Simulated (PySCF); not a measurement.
**C2H4O3S: core ionisation energies**

Compound: ethylene sulfite, C₂H₄O₃S.
Cartesian coordinates in Å at the PBE0-D3(BJ)/def2-SVP level; atoms count from 1:
```xyz
10
C2H4O3S angstrom
O      2.4720    0.4616   -0.1292
S      1.5650   -0.3684   -0.9133
O      0.6739   -1.2789    0.1661
C     -0.5722   -0.6854    0.5024
C     -0.5529    0.7047   -0.1214
O      0.2199    0.5374   -1.3012
H     -1.3802   -1.3055    0.0810
H     -0.6750   -0.6493    1.5968
H     -0.0773    1.4473    0.5408
H     -1.5484    1.0597   -0.4176
```

Method: delta-SCF UKS SCAN, pcX-2 on the ionised atom, pcseg-1 elsewhere, spin-free X2C in PySCF. Each binding energy is the total energy of the core-ionised species, with the hole localised on one atom, minus that of the ground state; both are solved self-consistently, so orbital relaxation is included.

Q: What binding energy does each computed site have?

A: 
| atom(s) | bonded to | level | binding energy (eV) | above the level's lowest (eV) | count |
| --- | --- | --- | --- | --- | --- |
| O1 | S (double bond) | O 1s | 537.87 | 0.00 | 1 |
| S2 | O (double bond) and 2 O | S 1s | 2482.45 | 0.00 | 1 |
| O3/O6 | S and C | O 1s | 539.06 | +1.19 | 2 |
| C4/C5 | O, C and 2 H | C 1s | 293.08 | 0.00 | 2 |

The listed O 1s values span 1.19 eV, from O1 (bonded to S (double bond)) to O3/O6 (bonded to S and C). Summing the Pauling electronegativity differences to the bonded atoms, each weighted by its formal bond order, gives -1.72 for the lowest site and -1.75 for the highest; the largest sum, -1.72, belongs to O1, 1.19 eV below the top. The smallest sum, -1.75, belongs to O3/O6, 1.19 eV above the lowest.

Q: Give the binding energy of C 1s of C4/C5 in hartree and in kJ/mol.

A: 293.08 eV = 10.7705 Eh = 28278 kJ/mol.

Q: Which effective nuclear charge Zeff reproduces each element's mean 1s value in the hydrogen-like formula E = 13.606 eV × Zeff²?

A: C (Z = 6): mean 293.1 eV, Zeff = 4.64, Z − Zeff = 1.36; O (Z = 8): mean 538.7 eV, Zeff = 6.29, Z − Zeff = 1.71; S (Z = 16): mean 2482.5 eV, Zeff = 13.51, Z − Zeff = 2.49. Means run over the listed sites, weighted by atom count.

One atom of each set of topologically equivalent atoms was ionised and stands for the set; in this conformer not all members are related by symmetry, and their own values weren't computed. Not every level is listed. The structure is a single PBE0-D3(BJ)/def2-SVP conformer in the gas phase; no vibrational or solvent corrections.
